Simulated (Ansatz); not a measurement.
Relaxation of C5H7F (13 atoms, charge 0, multiplicity 1), to a largest force component of 0.015 eV/Å in at most 40 steps.

These are results of Ansatz, RKS BHLYP/6-31G*, not measurements.

```xyz
13
Properties=species:S:1:pos:R:3
C -0.410 -2.326 0.719
C -0.221 -1.066 0.331
C -0.007 0.163 -0.064
C 0.791 0.487 -1.349
C -0.335 1.346 0.770
F 0.001 1.141 2.083
H 0.349 -2.889 1.151
H -1.403 -2.700 0.563
H 1.615 1.098 -1.122
H 1.031 -0.432 -1.846
H 0.038 1.033 -1.989
H 0.185 2.260 0.430
H -1.372 1.601 0.787
```

Problem. Where does it end, and by what steps?

Solution. It converged. After 14 steps the energy has fallen by 0.460 eV; F6 moved furthest, 0.78 Å.

| step | energy less start (eV) | largest force component (eV/Å) | accepted |
| --- | --- | --- | --- |
| 0 | 0.0000 | 3.942 | yes |
| 1 | -0.3184 | 0.967 | yes |
| 2 | -0.3101 | 2.343 | no |
| 3 | -0.3790 | 0.297 | yes |
| 4 | -0.4016 | 0.234 | yes |
| 5 | -0.4123 | 0.511 | yes |
| 6 | -0.4223 | 0.312 | yes |
| 7 | -0.4332 | 0.210 | yes |
| 8 | -0.4575 | 0.050 | yes |
| 9 | -0.4598 | 0.035 | yes |
| 10 | -0.4440 | 0.788 | no |
| 11 | -0.4602 | 0.021 | yes |
| 12 | -0.4604 | 0.025 | yes |
| 13 | -0.4597 | 0.097 | no |
| 14 | -0.4604 | 0.005 | yes |

```xyz
13
Properties=species:S:1:pos:R:3
C -0.306 -2.272 0.771
C -0.128 -1.052 0.370
C 0.056 0.165 -0.048
C 0.602 0.492 -1.412
C -0.270 1.346 0.819
F -0.760 0.964 2.037
H 0.470 -2.815 1.290
H -1.241 -2.789 0.611
H 1.523 1.070 -1.335
H 0.813 -0.410 -1.973
H -0.108 1.091 -1.982
H 0.623 1.950 0.982
H -1.014 1.976 0.331
```

Time of the run: 45 s on 2 threads of Arm Neoverse V2 (shared host), peak memory 0.23 GiB.
